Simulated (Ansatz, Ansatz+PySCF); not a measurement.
```xyz
2

C     0.0000    0.0000   -0.6962
O     0.0000    0.0000    0.5221
```

RHF-MP2 on singlet CO was run in several spherical basis sets with Ansatz (development build ahead of 0.2.0). Frozen core: 2 orbitals.

Q: Rank the basis sets by the total energy that they give, lowest first, with the distance from the lowest.
A. def2-TZVP
B. 6-31G(d)
C. def2-SVP
D. cc-pVTZ
E. cc-pVDZ

A: A (0.00 eV), D (0.08 eV), E (2.71 eV), B (3.23 eV), C (5.58 eV).

Totals follow the description of the cores as much as that of the bonds, so this order isn't one of quality for chemistry.
